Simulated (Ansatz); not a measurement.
Q: Name a neutral molecule of C, O and H with HOMO energy (B3LYP/def2-TZVPP) between -7.10 and -6.80 eV and HOMO–LUMO gap (B3LYP/def2-TZVPP) between 6.20 and 6.50 eV (Ansatz, PBE0-D4/def2-TZVP geometry).

A: `CC1(O)C=C1` (-6.84 eV, 6.44 eV); `CCC(=O)CC` (-6.90 eV, 6.39 eV). Other molecules can fit too; these were computed, each in one conformer that needn't be the lowest.

B3LYP here is the variant with VWN-RPA as its local correlation; programs differ in this.
